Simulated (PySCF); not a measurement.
PySCF input (B3LYP/aug-cc-pV(T+d)Z):

```python
import numpy as np, basis_set_exchange as bse
from pyscf import gto, scf, dft, df

basis = {'H': gto.basis.parse(bse.get_basis('aug-cc-pV(T+d)Z', elements=['H'], fmt='nwchem')), 'Si': gto.basis.parse(bse.get_basis('aug-cc-pV(T+d)Z', elements=['Si'], fmt='nwchem'))}
mol = gto.M(
    atom='''
    Si   -0.00000000   -0.00000000    0.00000000
    H     0.87559489    0.85467525    0.83309847
    H    -0.82219976   -0.86546541    0.87529791
    H    -0.88619780    0.85452031   -0.82197187
    H     0.83280267   -0.84373015   -0.88642451
    ''',
    basis=basis,
    charge=0,
    verbose=4,
    max_memory=8640,
)
mf = dft.RKS(mol, xc='b3lyp')
mf.grids.level = 3
mf = mf.density_fit(auxbasis=df.autoaux(mol))
mf.conv_tol = 1e-9
mf.max_cycle = 100
print('smallest overlap eigenvalue', np.linalg.eigvalsh(mol.intor('int1e_ovlp'))[0])
mf.kernel()
dip = mf.dip_moment()
```

Output:

```
PySCF version 2.14.0

[INPUT] verbose = 4
[INPUT] num. atoms = 5
[INPUT] num. electrons = 18
[INPUT] charge = 0
[INPUT] spin (= nelec alpha-beta = 2S) = 0
[INPUT] symmetry False subgroup None
[INPUT] Mole.unit = angstrom
[INPUT] Symbol           X                Y                Z      unit          X                Y                Z       unit  Magmom
[INPUT]  1 Si     0.000000000000   0.000000000000   0.000000000000 AA    0.000000000000   0.000000000000   0.000000000000 Bohr   0.0
[INPUT]  2 H      0.875594890000   0.854675250000   0.833098470000 AA    1.654634538169   1.615102147944   1.574327943094 Bohr   0.0
[INPUT]  3 H     -0.822199760000  -0.865465410000   0.875297910000 AA   -1.553732366083  -1.635492595184   1.654073327304 Bohr   0.0
[INPUT]  4 H     -0.886197800000   0.854520310000  -0.821971870000 AA   -1.674671134192   1.614809353778  -1.553301716397 Bohr   0.0
[INPUT]  5 H      0.832802670000  -0.843730150000  -0.886424510000 AA    1.573768962107  -1.594418906538  -1.675099554002 Bohr   0.0

nuclear repulsion = 21.3328090196378
number of shells = 32
number of NR pGTOs = 180
number of NR cGTOs = 147
basis = {'H': [[0, [33.87, 0.0, 0.006068, 0.0], [5.095, 0.0, 0.045308, 0.0], [1.159, 0.0, 0.202822, 0.0], [0.3258, 1.0, 0.503903, 0.0], [0.1027, 0.0, 0.383421, 1.0]], [0, [0.02526, 1.0]], [1, [1.407, 1.0, 0.0], [0.388, 0.0, 1.0]], [1, [0.102, 1.0]], [2, [1.057, 1.0]], [2, [0.247, 1.0]]], 'Si': [[0, [254900.0, 6.25101e-05, -1.6637e-05, 0.0, 4.26257e-06, 0.0], [38190.0, 0.000485553, -0.00012931, 0.0, 3.31062e-05, 0.0], [8690.0, 0.00254516, -0.000678828, 0.0, 0.000174015, 0.0], [2462.0, 0.0105866, -0.00284117, 0.0, 0.000727574, 0.0], [804.8, 0.0368787, -0.0100551, 0.0, 0.00258333, 0.0], [291.3, 0.107479, -0.0305774, 0.0, 0.00786354, 0.0], [113.6, 0.247936, -0.0777256, 0.0, 0.0202155, 0.0], [46.75, 0.390927, -0.154236, 0.0, 0.040732, 0.0], [19.82, 0.302026, -0.180368, 0.0, 0.0499358, 0.0], [7.708, 0.0559236, 0.0798218, 0.0, -0.0249396, 0.0], [3.34, -0.00402406, 0.547441, 0.0, -0.19035, 0.0], [1.402, 0.0025803, 0.480119, 0.0, -0.31835, 0.0], [0.4387, -0.00103821, 0.0474846, 1.0, 0.0948036, 0.0], [0.207, 0.00060793, -0.0106996, 0.0, 0.68118, 0.0], [0.07944, -0.000154022, 0.00219871, 0.0, 0.395672, 1.0]], [0, [0.033, 1.0]], [1, [481.5, 0.00192045, 0.0, -0.00040522, 0.0], [113.9, 0.0153552, 0.0, -0.00335896, 0.0], [36.23, 0.0713991, 0.0, -0.015286, 0.0], [13.34, 0.213052, 0.0, -0.0489218, 0.0], [5.252, 0.390354, 0.0, -0.0855008, 0.0], [2.12, 0.393721, 0.0, -0.112137, 0.0], [0.8561, 0.132565, 1.0, 0.0618274, 0.0], [0.2528, 0.0039563, 0.0, 0.551919, 0.0], [0.07889, 0.000331624, 0.0, 0.523492, 1.0]], [1, [0.0237, 1.0]], [2, [2.303, 1.0, 0.0, 0.0], [0.476, 0.0, 1.0, 0.0], [0.16, 0.0, 0.0, 1.0]], [2, [0.0551, 1.0]], [3, [0.336, 1.0]], [3, [0.125, 1.0]]]}
ecp = {}
ETB for H: l = 0, exps = 0.05052 * 1.8^n , n = 0..12
ETB for H: l = 1, exps = 0.12725999999999998 * 2^n , n = 0..5
ETB for H: l = 2, exps = 0.204 * 2.2^n , n = 0..4
ETB for H: l = 3, exps = 0.349 * 2.2^n , n = 0..3
ETB for Si: l = 0, exps = 0.0474 * 1.8^n , n = 0..19
ETB for Si: l = 1, exps = 0.0474 * 1.8^n , n = 0..16
ETB for Si: l = 2, exps = 0.0474 * 1.8^n , n = 0..15
ETB for Si: l = 3, exps = 0.07880000000000001 * 2.2^n , n = 0..9
ETB for Si: l = 4, exps = 0.1102 * 2.2^n , n = 0..5
smallest overlap eigenvalue 1.5939113959431716e-05

******** <class 'pyscf.df.df_jk.DFRKS'> ********
method = DFRKS
initial guess = minao
damping factor = 0
level_shift factor = 0
DIIS = <class 'pyscf.scf.diis.CDIIS'>
diis_start_cycle = 1
diis_space = 8
diis_damp = 0
SCF conv_tol = 1e-09
SCF conv_tol_grad = None
SCF max_cycles = 100
direct_scf = False
XC library pyscf.dft.libxc version 7.1.2
    S. Lehtola, C. Steigemann, M. J. T. Oliveira, and M. A. L. Marques,  SoftwareX 7, 1–5 (2018)
XC functionals = b3lyp
    P. J. Stephens, F. J. Devlin, C. F. Chabalowski, and M. J. Frisch,  J. Phys. Chem. 98, 11623 (1994)
radial grids:
    Treutler-Ahlrichs [JCP 102, 346 (1995); DOI:10.1063/1.469408] (M4) radial grids

becke partition: Becke, JCP 88, 2547 (1988); DOI:10.1063/1.454033
pruning grids: <function nwchem_prune>
grids dens level: 3
symmetrized grids: False
atomic radii adjust function: <function treutler_atomic_radii_adjust>
small_rho_cutoff = 0
Set gradient conv threshold to 3.16228e-05
Initial guess from minao.
tot grids = 58416
******** <class 'pyscf.df.df.DF'> ********
auxbasis = {'H': [[0, [np.float64(58.443121389650436), 1]], [0, [np.float64(32.46840077202801), 1]], [0, [np.float64(18.038000428904454), 1]], [0, [np.float64(10.021111349391363), 1]], [0, [np.float64(5.567284082995202), 1]], [0, [np.float64(3.0929356016640006), 1]], [0, [np.float64(1.7182975564800003), 1]], [0, [np.float64(0.9546097536000001), 1]], [0, [np.float64(0.530338752), 1]], [0, [np.float64(0.29463264000000006), 1]], [0, [np.float64(0.16368480000000002), 1]], [0, [np.float64(0.090936), 1]], [0, [np.float64(0.05052), 1]], [1, [np.float64(4.0723199999999995), 1]], [1, [np.float64(2.0361599999999997), 1]], [1, [np.float64(1.0180799999999999), 1]], [1, [np.float64(0.5090399999999999), 1]], [1, [np.float64(0.25451999999999997), 1]], [1, [np.float64(0.12725999999999998), 1]], [2, [np.float64(4.778822400000001), 1]], [2, [np.float64(2.1721920000000003), 1]], [2, [np.float64(0.9873600000000001), 1]], [2, [np.float64(0.44880000000000003), 1]], [2, [np.float64(0.204), 1]], [3, [np.float64(3.716152000000001), 1]], [3, [np.float64(1.6891600000000002), 1]], [3, [np.float64(0.7678), 1]], [3, [np.float64(0.349), 1]]], 'Si': [[0, [np.float64(3357.0355369843023), 1]], [0, [np.float64(1865.0197427690566), 1]], [0, [np.float64(1036.1220793161426), 1]], [0, [np.float64(575.6233773978569), 1]], [0, [np.float64(319.7907652210316), 1]], [0, [np.float64(177.66153623390647), 1]], [0, [np.float64(98.70085346328136), 1]], [0, [np.float64(54.83380747960076), 1]], [0, [np.float64(30.463226377555973), 1]], [0, [np.float64(16.924014654197762), 1]], [0, [np.float64(9.402230363443202), 1]], [0, [np.float64(5.223461313024001), 1]], [0, [np.float64(2.9019229516800005), 1]], [0, [np.float64(1.6121794176000002), 1]], [0, [np.float64(0.8956552320000001), 1]], [0, [np.float64(0.49758624), 1]], [0, [np.float64(0.27643680000000004), 1]], [0, [np.float64(0.153576), 1]], [0, [np.float64(0.08532), 1]], [0, [np.float64(0.0474), 1]], [1, [np.float64(575.6233773978569), 1]], [1, [np.float64(319.7907652210316), 1]], [1, [np.float64(177.66153623390647), 1]], [1, [np.float64(98.70085346328136), 1]], [1, [np.float64(54.83380747960076), 1]], [1, [np.float64(30.463226377555973), 1]], [1, [np.float64(16.924014654197762), 1]], [1, [np.float64(9.402230363443202), 1]], [1, [np.float64(5.223461313024001), 1]], [1, [np.float64(2.9019229516800005), 1]], [1, [np.float64(1.6121794176000002), 1]], [1, [np.float64(0.8956552320000001), 1]], [1, [np.float64(0.49758624), 1]], [1, [np.float64(0.27643680000000004), 1]], [1, [np.float64(0.153576), 1]], [1, [np.float64(0.08532), 1]], [1, [np.float64(0.0474), 1]], [2, [np.float64(319.7907652210316), 1]], [2, [np.float64(177.66153623390647), 1]], [2, [np.float64(98.70085346328136), 1]], [2, [np.float64(54.83380747960076), 1]], [2, [np.float64(30.463226377555973), 1]], [2, [np.float64(16.924014654197762), 1]], [2, [np.float64(9.402230363443202), 1]], [2, [np.float64(5.223461313024001), 1]], [2, [np.float64(2.9019229516800005), 1]], [2, [np.float64(1.6121794176000002), 1]], [2, [np.float64(0.8956552320000001), 1]], [2, [np.float64(0.49758624), 1]], [2, [np.float64(0.27643680000000004), 1]], [2, [np.float64(0.153576), 1]], [2, [np.float64(0.08532), 1]], [2, [np.float64(0.0474), 1]], [3, [np.float64(95.13281436200968), 1]], [3, [np.float64(43.24218834636804), 1]], [3, [np.float64(19.655540157440015), 1]], [3, [np.float64(8.934336435200006), 1]], [3, [np.float64(4.061062016000002), 1]], [3, [np.float64(1.8459372800000007), 1]], [3, [np.float64(0.8390624000000003), 1]], [3, [np.float64(0.3813920000000001), 1]], [3, [np.float64(0.17336000000000004), 1]], [3, [np.float64(0.07880000000000001), 1]], [4, [np.float64(5.679302464000003), 1]], [4, [np.float64(2.581501120000001), 1]], [4, [np.float64(1.1734096000000005), 1]], [4, [np.float64(0.5333680000000001), 1]], [4, [np.float64(0.24244000000000004), 1]], [4, [np.float64(0.1102), 1]]]}
init E= -291.645044958381
  HOMO = -0.373638745739584  LUMO = -0.0203309961573375  gap/eV = 9.61399
cycle= 1 E= -291.919212350798  delta_E= -0.274  |g|= 0.113  |ddm|= 4.42
  HOMO = -0.349636978410365  LUMO = -0.00819524822539464  gap/eV = 9.29110
cycle= 2 E= -291.921377886085  delta_E= -0.00217  |g|= 0.0358  |ddm|= 0.603
  HOMO = -0.354413778585553  LUMO = -0.00925500098922072  gap/eV = 9.39225
cycle= 3 E= -291.921508718725  delta_E= -0.000131  |g|= 0.0064  |ddm|= 0.151
  HOMO = -0.355913154523957  LUMO = -0.00958953696082609  gap/eV = 9.42395
cycle= 4 E= -291.921514506668  delta_E= -5.79e-06  |g|= 0.00152  |ddm|= 0.0206
  HOMO = -0.355395810735548  LUMO = -0.00946891578878351  gap/eV = 9.41315
cycle= 5 E= -291.921515346125  delta_E= -8.39e-07  |g|= 0.000191  |ddm|= 0.00532
  HOMO = -0.355396798385802  LUMO = -0.00946887063505741  gap/eV = 9.41318
cycle= 6 E= -291.921515357419  delta_E= -1.13e-08  |g|= 3.62e-06  |ddm|= 0.000593
  HOMO = -0.355396618675713  LUMO = -0.0094689121322542  gap/eV = 9.41317
cycle= 7 E= -291.921515357426  delta_E= -7.28e-12  |g|= 1.34e-07  |ddm|= 6.04e-05
  HOMO = -0.355396610799852  LUMO = -0.00946891720924903  gap/eV = 9.41317
Extra cycle  E= -291.921515357429  delta_E= -3.07e-12  |g|= 4.49e-08  |ddm|= 1e-06
converged SCF energy = -291.921515357429
Dipole moment(X, Y, Z, Debye): -0.00000,  0.00000,  0.00000
```
